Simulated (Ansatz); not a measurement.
## How basis sets differ on SiCl (SMILES [Si]Cl)

The species is SiCl (2 atoms), meant as a doublet with charge 0. SMILES: `[Si]Cl`. The coordinates come from a PBE0-D4/def2-TZVP relaxation. The run starts from this shape.

```xyz
2

Si    0.8818   -0.2937    0.4521
Cl   -0.8818    0.2937   -0.4521
```

Each level gives the adiabatic ionisation energy (to the singlet cation, no zero-point term) (eV). The values are calculated.

```tsv
level	kind	program	value (eV)
UHF/STO-3G	Hartree–Fock	Ansatz	4.80
UHF/3-21G	Hartree–Fock	Ansatz	7.86
UHF/6-31G* (Cartesian functions)	Hartree–Fock	Ansatz	7.16
UHF/cc-pVTZ	Hartree–Fock	Ansatz	7.03
```

The values span 4.80 to 7.86 eV.
